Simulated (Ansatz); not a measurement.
We consider hcp Tc, described by r²SCAN+rVV10 (Ansatz, an electronic-structure program, PAW).

The run printed, among other lines:

```
Crystal: 2 atoms, lattice volume = 28.206 Å³
Basis set: ecut = 560 eV, 845 PW (Γ), exchange–correlation on 72×72×108 points (27 copies of the dense FFT grid, shifted against one another)
Bands: 19, of which v1, the nominal top of the filled ones, is band 15 counted from 1 (14 counted from 0)
Symmetry: 24 space group operations
Space group: P63/mmc (ITA 194), of the structure as read, at distance tolerance 3.0e-5 Å
k-points: 427 of 6912
Initial density: superposition of atomic densities (chi_scale 0.1, normalization cell)
Functional: x = r2scan, c = r2scan + rvv10(b = 11.95, C = 0.0093); τ floored in thin density (d = 2e-4 eV/Å³)
SCF iter   1: F=—  HF=-10816.547455 eV  |F-HF|=—  |Δ(HF+E_count)|=         —  Δρ=6.12e-2  dr2=1.00e0  dr2_τ=1.20e-1
SCF iter   2: F=—  HF=-10816.295500 eV  |F-HF|=—  |Δ(HF+E_count)|=   2.52e-1  Δρ=2.69e-2  dr2=1.87e-1  dr2_τ=3.37e-2
  ...
SCF iter   7: F=—  HF=-10816.269580 eV  |F-HF|=—  |Δ(HF+E_count)|=   2.20e-7  Δρ=3.17e-6  dr2=2.02e-9  dr2_τ=3.70e-10
SCF iter   8: F=-10816.269580 eV  HF=-10816.269580 eV  |F-HF|=1.82e-11  |Δ(HF+E_count)|=  1.56e-10  Δρ=4.30e-7  dr2=4.51e-11  dr2_τ=6.33e-12
SCF 1 converged in 8 iterations: F = -10816.269580 eV  dr2 = 4.51e-11
SCF converged after 8 iterations
Free energy (F): -10816.269580 eV
Internal energy: -10816.256002 eV  (E = F + TS)
E sigma→0 (E₀):  -10816.262791 eV
Fermi energy:    22.628223 eV
--- Forces (eV/Å), atoms counted from 1 ---
  atom   1  Tc     0.00000000     0.00000000     0.00000000
  atom   2  Tc     0.00000000    -0.00000000     0.00000000
--- Stress (GPa, compression-positive) ---
        0.004483      -0.000000       0.000000
       -0.000000       0.004483       0.000000
        0.000000       0.000000      -0.009107
  P = ⅓ Tr σ = -0.0000 GPa (-0.000 kbar)
```

**Question.** Write an input file that could have produced this run (the log leaves some choices open).

**Answer.** One answer among several that fit: 
Ansatz 0.2 input:
```yaml
crystal:
  lattice:
    - [1.3646437049, -2.3636322311, 0.0]
    - [1.3646437049, 2.3636322311, 0.0]
    - [0.0, 0.0, 4.3723648582]
  atoms:
    - { symbol: Tc, position: [0.3333333333, 0.6666666667, 0.25] }
    - { symbol: Tc, position: [0.6666666667, 0.3333333333, 0.75] }
basis:
  ecutwfc: 560
  ecutrho_ratio: 4
  xc_grid: 3
kpoints:
  mp_grid: { grid: [24, 24, 12] }
hamiltonian:
  xc: r2scan
  dispersion: rvv10
  pseudopotentials: { kind: paw }
scf:
  occupations: { method: fermi_dirac, width: 0.05 }
  convergence: { dr2_threshold: 0.0000000002 }
output:
  forces: true
  stress: true
  eigenvalues: true
```

The PAW data were made under PBE.
